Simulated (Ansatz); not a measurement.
**GaH₃, triplet in cc-pVDZ: errors against full CI**

Geometry: a point of a breathe scan, not a stationary point.

```xyz
4

Ga    0.0000    0.0366   -0.0603
H     0.0000   -1.9504   -0.7147
H     0.5352   -0.2906    2.4436
H    -0.5352   -0.2906    2.4436
```

Basis cc-pVDZ; Ansatz 0.2.0. Correlated methods freeze the noble-gas cores and the filled d shells of p-block atoms, which leaves 6 electrons in 28 orbitals. Prefix R: restricted or restricted open-shell reference; prefix U: unrestricted. Active spaces: pair = (4e, 4o) about the gap; valence = (6e, 7o) chosen from the atoms' valence shells. No spin–orbit coupling is included, and no scalar relativity.

Full CI is exact within this basis and frozen core; it isn't the basis-set limit. The frozen core follows each run's orbitals, which can shift R against U totals by a few meV for light atoms and by up to 0.1 eV past Ca.

For open shells CISD is restricted-active-space CI with the open shells as a complete middle space.

* UHF ⟨S²⟩: 2.080
* T1 diagnostic (RCCSD): 0.0598
* largest doubles amplitude (RCCSD): 0.110

```
   level  E − E(RHF) (eV)
    RMP2          -2.0182
   RCCSD          -2.8654
RCCSD(T)          -2.9096
```

Q: Estimate how far full CI in cc-pVDZ lies from RCCSD(T). The table doesn't fix it; the size of (T) and the diagnostics are the guide.

A: Full CI in cc-pVDZ lies 0.44 kcal/mol below RCCSD(T), which is 43 % of the (T) step (-1.02 kcal/mol). T1 is raised, and the rest is a large part of (T).

The other levels:

| level | E − E(full CI) (kcal/mol) | share of correlation (%) | wall time |
| --- | --- | --- | --- |
| CISD | 4.71 | 93.03 | 0.96 s |
| BCCD(T) | 0.45 | 99.33 | 2 s |
| RCCSDT | 0.02 | 99.97 | – |
| RCCSDT(Q) | -0.01 | 100.01 | 4.7 s |
| CASSCF (pair space) | 50.02 | 25.93 | – |
| MRCISD (pair space) | 3.35 | 95.03 | – |
| MRCISD+Q (pair space) | -1.56 | 102.31 | 2.2 s |
| CASSCF (valence space) | 27.93 | 58.65 | – |
| NEVPT2 (valence space) | 8.64 | 87.21 | 2 s |
| MRCISD (valence space) | 1.24 | 98.16 | – |
| MRCISD+Q (valence space) | 0.32 | 99.53 | 2.4 s |

The correlation energy at full CI, counted from RHF, is -2.929 eV. That run took 22 s on 1 thread of Arm Neoverse V2, shared host over 5,365,800 determinants.

Run but not shown, since their state or frozen core can't be matched to the reference's or they repeat it: UHF, UMP2, UCCSD, UCCSD(T), UCCSDT, UCCSDT(Q).

Times hold each run's SCF and search for its determinant on a shared host, so for small cases they say little of a method's own cost; they ran on 1 thread of Arm Neoverse V2.

Not variational, and here over 5 meV under the exact energy: MRCISD+Q (pair space).

The full-CI state has the irrep A'' of Cs, in the program's axes.

Natural occupations of full CI about the gap: 1.937 1.901 0.995 0.983 0.052 0.052 0.029 0.008 0.007 0.006; effectively unpaired electrons, Σ n²(2−n)², 2.07.
